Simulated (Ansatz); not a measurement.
Results of PBEsol+SOC (PAW; Ansatz, a quantum-chemistry and plane-wave program) for bcc Ta.

Input:

Ansatz 0.2 input:
```yaml
crystal:
  lattice:
    - [-1.6402743952, 1.6402743952, 1.6402743952]
    - [1.6402743952, -1.6402743952, 1.6402743952]
    - [1.6402743952, 1.6402743952, -1.6402743952]
  atoms:
    - { symbol: Ta, position: [0.0, 0.0, 0.0] }
basis:
  ecutwfc: 520
  ecutrho_ratio: 4
  xc_grid: 2
kpoints:
  mp_grid: { grid: [24, 24, 24] }
hamiltonian:
  xc: pbesol
  dispersion: none
  pseudopotentials: { kind: paw }
scf:
  occupations: { method: fermi_dirac, width: 0.05 }
  convergence: { dr2_threshold: 0.0000000001 }
output:
  forces: false
  stress: true
  eigenvalues: true
magnetization:
  noncollinear: true
  spin_orbit: true
```

Output (set-up and result lines):

```
Crystal: 1 atoms, lattice volume = 17.653 Å³
Basis set: ecut = 520 eV, 459 PW (Γ), exchange–correlation on 48×48×48 points (8 copies of the dense FFT grid, shifted against one another)
Bands: 22, of which v1, the nominal top of the filled ones, is band 13 counted from 1 (12 counted from 0)
Symmetry: 48 space group operations + 48 with time reversal
k-points: 413 of 13824
Initial density: superposition of atomic densities (chi_scale 0.1, normalization cell)
Functional: x = pbesol(κ = 0.804, μ = 0.12345679012345678), c = pbesol(β = 0.046)
SCF 1 converged in 8 iterations: F = -9828.617934 eV  dr2 = 4.85e-13
SCF converged after 8 iterations
Free energy (F): -9828.617934 eV
Internal energy: -9828.607325 eV  (E = F + TS)
E sigma→0 (E₀):  -9828.612629 eV
Fermi energy:    18.860099 eV
--- Stress (GPa, compression-positive) ---
       -0.000190      -0.000000       0.000000
       -0.000000      -0.000190      -0.000000
        0.000000      -0.000000      -0.000190
  P = ⅓ Tr σ = -0.0002 GPa (-0.002 kbar)
```

The PAW data were made under PBE.
